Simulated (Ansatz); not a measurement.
H2S, singlet along the angle H2-S1-H3

Starting geometry (PBE0/def2-TZVP stationary point for this spin, not checked as a minimum):

```yaml
atoms:
  - { symbol: S, position_ang: [0.0000, -0.0550, 0.0000] }
  - { symbol: H, position_ang: [0.0000, 0.8742, -0.9672] }
  - { symbol: H, position_ang: [0.0000, 0.8742, 0.9672] }
```

From there the angle named below is changed in its plane at fixed bond lengths, both arms turning rigidly about the middle atom; atoms are numbered as listed. Energies are in kcal/mol, counted from the starting geometry at the same level. Kohn–Sham curves are unrestricted where that lies lower.

Basis cc-pVDZ; Ansatz 0.2.0. Only valence electrons are correlated (noble-gas cores frozen).

In so small a basis the reference is far from its limit while semilocal and hybrid functionals are nearer theirs (RPA and double hybrids share much of the reference's basis error), so the functionals' errors here hold much of the reference's basis and frozen-core error, which can add to them or hide them.

Full CI is exact within this basis and frozen core; it isn't the basis-set limit.

| angle H2-S1-H3 (°) | full CI | SPW92 | PBE | r2SCAN | PBE0 | B3LYP | r2SCANh | wB97M-V | B2PLYP | RPA-PBE |
| --- | --- | --- | --- | --- | --- | --- | --- | --- | --- | --- |
| 70.7 | 8.2 | 6.9 | 7.3 | 7.7 | 8.0 | 8.2 | 7.9 | 7.9 | 8.3 | 8.0 |
| 91.5 | 0.0 | 0.0 | 0.0 | 0.0 | 0.0 | 0.0 | 0.0 | 0.0 | 0.0 | 0.0 |
| 92.3 | 0.0 | 0.0 | 0.0 | 0.0 | 0.0 | 0.0 | 0.0 | 0.0 | 0.0 | 0.0 |
| 107.8 | 3.9 | 3.9 | 3.9 | 4.0 | 3.8 | 3.8 | 4.0 | 3.9 | 3.8 | 4.0 |
| 125.3 | 17.0 | 16.0 | 16.4 | 16.9 | 16.6 | 16.7 | 16.9 | 16.7 | 16.9 | 17.2 |
| 141.0 | 34.8 | 32.0 | 33.0 | 34.1 | 33.9 | 34.2 | 34.3 | 34.1 | 34.7 | 35.0 |
| 158.7 | 57.3 | 51.2 | 53.4 | 55.0 | 55.4 | 56.1 | 55.5 | 55.9 | 57.2 | 57.5 |
| 180.0 | 72.2 | 62.9 | 65.9 | 67.5 | 68.9 | 70.1 | 68.4 | 69.9 | 71.7 | 72.1 |

Judged by the spread of the error over the points with a reference (largest less smallest), which of these follows full CI best and which worst?

Subtracting the full CI column from each: best RPA-PBE (errors from -0.1 to 0.2, spread 0.4 kcal/mol), worst SPW92 (from -9.3 to 0.0, spread 9.3 kcal/mol). Functionals and wave-function methods converge differently with the basis, so part of this is basis effect.
